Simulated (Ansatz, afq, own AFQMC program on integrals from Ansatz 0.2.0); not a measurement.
HfHSeF$_{2}$, doublet in def2-TZVP, levels against AFQMC with the constraint released

```xyz
5

Hf    0.1890   -0.6241   -0.3719
F     1.8116   -0.3487    0.5892
F    -0.9706   -2.0997   -0.0477
Se   -0.4680    1.0714   -2.1906
H     0.7720    1.8127   -1.8868
```

Connectivity, by distances: F–Hf(–F)–SeH.

Basis def2-TZVP with its core potentials. Noble-gas cores (and the filled d shells of Ga–Kr and In–Xe) are frozen. AFQMC by an in-house program on the Cholesky factors that Ansatz 0.2.0 writes for its CCSD(T) run. The CISD trial takes its coefficients from CCSD amplitudes. Released means that phaseless walkers are propagated on without the constraint, phases kept. Error bars are statistical, one sigma. No spin–orbit coupling. The metal's outer-core s and p shells are frozen, which shifts wave-function levels against functionals.

Determinant: UHF, the one that the program's search chose, which needn't be the lowest solution. The geometry is a PBE0/def2-SVP stationary point of this or a neighbouring charge and spin state.

No full CI on the walks' own integrals is used here. The released AFQMC energy serves as the reference, which it does only where one determinant dominates, the energy is flat over the last release times and near the phaseless one (40 meV or 2 meV an electron, half that with transition metals). On small molecules, where full CI could be run and the noise was under 10 meV, such values lay within 10 meV of it in 19 cases of 20, a flattering rate, since the rule was set on those same cases; what remains of the bias isn't in the error bar.

Cautions: no spin-orbit coupling; no relativity below Rb; outer-core shells of the metal frozen; inner d shell frozen; the released value is read at 0.80 1/Eh with a noise of 19 meV, more than in the cases checked, later times being too noisy (meV from the phaseless value at times in 1/Eh: 2 ± 13 at 0.24, 28 ± 19 at 0.48, -11 ± 19 at 0.80, 42 ± 44 at 1.20); released reference can be 30 meV off for metals.

The T1 diagnostic is 0.0182 and the weight of the determinant in the CISD state is 0.805. The ⟨S²⟩ of the determinant is 0.756 and the size of the correlated space is 25 electrons in 136 orbitals.

| level | correlation energy (eV) |
| --- | --- |
| MP2 | -20.2429 |
| CCSD | -20.5981 |
| CCSD(T) | -21.3347 |

**Question.** Estimate where AFQMC with the constraint released lies against CCSD(T) on the same integrals.

**Answer.** 62.5 ± 18.7 meV below CCSD(T).

Reference: AFQMC with the constraint released, correlation energy -21.397 ± 0.019 eV.

| level | E − E(reference) (meV) | share of correlation (%) |
| --- | --- | --- |
| CCSD(T) | 62.5 ± 18.7 | 99.71 |
| ph-AFQMC/CISD | 10.7 ± 22.8 | 99.95 |

Released energies are given only where the last usable release times agree within the noise; a slower fall can still hide under it.
